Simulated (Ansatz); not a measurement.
```yaml
crystal:
  periodic: [false, false, false]
  atoms:
    - {symbol: C, position_ang: [-1.720572, -0.954475, 0.848665]}
    - {symbol: C, position_ang: [-0.883064, -0.086644, 0.325495]}
    - {symbol: C, position_ang: [0.801211, 0.317636, 0.066853]}
    - {symbol: C, position_ang: [0.501211, 0.317636, 0.066853]}
    - {symbol: C, position_ang: [1.331773, -0.406650, -0.954248]}
    - {symbol: O, position_ang: [1.235278, 0.864255, 1.128065]}
    - {symbol: H, position_ang: [-2.794603, -0.807219, 0.798491]}
    - {symbol: H, position_ang: [-1.366271, -1.848095, 1.352980]}
    - {symbol: H, position_ang: [-0.823978, 2.096640, 0.167864]}
    - {symbol: H, position_ang: [-0.878436, 1.232696, -1.448264]}
    - {symbol: H, position_ang: [0.714411, -0.760984, -1.781453]}
    - {symbol: H, position_ang: [1.823658, -1.275279, -0.506674]}
    - {symbol: H, position_ang: [2.104077, 0.259076, -1.347171]}
    - {symbol: H, position_ang: [1.409644, 0.164090, 1.763051]}
basis:
  gaussian: {orbitals: aug-cc-pVDZ}
hamiltonian: {xc: {name: HF}}
correlation: {method: mp2}
output: {forces: true}
```

```sh
$ ansatz run in.yaml --threads 4 --pin off --events-out ev --progress --plain --max-ram 10444MiB
```

Output, abridged:

```
Functional definition: HF
2065 factors; integrals over basis functions are off by at most 6.0e-4 eV
mean field evaluation 1: about -6818.6954 eV, gradient 9.0e1 eV
mean field evaluation 2: about -6818.7598 eV, gradient 9.0e1 eV
mean field evaluation 4: about -6837.3246 eV, gradient 3.0e1 eV
mean field evaluation 8: about -6841.0875 eV, gradient 2.0e0 eV
mean field evaluation 16: about -6841.2225 eV, gradient 4.8e-4 eV
a density is far from that of the atoms, so the factors are made again for it
2175 factors; integrals over basis functions are off by at most 5.4e-4 eV
mean field -6841.22260051 eV, -251.4102934215 hartree, gradient 2.2e-6 eV, S^2 0.000000; 7 other end points of the search recorded, 2 dependent functions left out; unrestricted orbitals would lower it
unrestricted determinant -6843.55358153 eV, -251.4959553941 hartree, S^2 1.2893
6 core orbitals not correlated: weight in the atoms' cores, before any rotation towards them, 0.996 or more for the frozen orbitals, at most 0.002 for the correlated occupied ones
reference -6841.22260051 eV, -251.4102934215 hartree; 17, 17 occupied and 185, 185 virtual orbitals, 2175 factors
second order -24.48484950 eV of doubles, -0.00000000 eV of singles
Total energy: -6865.70745001 eV, -252.3100950441 hartree
Atom 0 at    -1.720572    -0.954475     0.848665 Å, force     2.213879    -2.036987     1.000726 eV/Å
Atom 1 at    -0.883064    -0.086644     0.325495 Å, force    -1.758595     2.808439    -0.588686 eV/Å
Atom 2 at     0.801211     0.317636     0.066853 Å, force  3247.045801    -0.351744    -9.555246 eV/Å
Atom 3 at     0.501211     0.317636     0.066853 Å, force -3277.113169     0.199804     1.626694 eV/Å
Atom 4 at     1.331773    -0.406650    -0.954248 Å, force    15.181292    -9.586410   -10.207796 eV/Å
Atom 5 at     1.235278     0.864255     1.128065 Å, force    15.171713     8.741345    18.419157 eV/Å
Atom 6 at    -2.794603    -0.807219     0.798491 Å, force    -0.248813     0.516607    -0.016346 eV/Å
Atom 7 at    -1.366271    -1.848095     1.352980 Å, force    -0.433860    -1.145796     0.288912 eV/Å
Atom 8 at    -0.823978     2.096640     0.167864 Å, force    -0.076161    -1.733630    -2.834727 eV/Å
Atom 9 at    -0.878436     1.232696    -1.448264 Å, force     0.567368     2.417921     1.326935 eV/Å
Atom 10 at     0.714411    -0.760984    -1.781453 Å, force    -1.244054     0.890172     0.744199 eV/Å
Atom 11 at     1.823658    -1.275279    -0.506674 Å, force     0.200219    -0.126322     0.077782 eV/Å
Atom 12 at     2.104077     0.259076    -1.347171 Å, force     0.442095    -0.122507    -0.429144 eV/Å
Atom 13 at     1.409644     0.164090     1.763051 Å, force     0.052285    -0.470893     0.147540 eV/Å
Dipole moment:     0.372973    -0.732561    -0.037705 e Å
```

**Question.** Something in this input is off. What?

**Answer.** One atom was put on top of another. The run converged. The result belongs to that input, not to the molecule as meant.
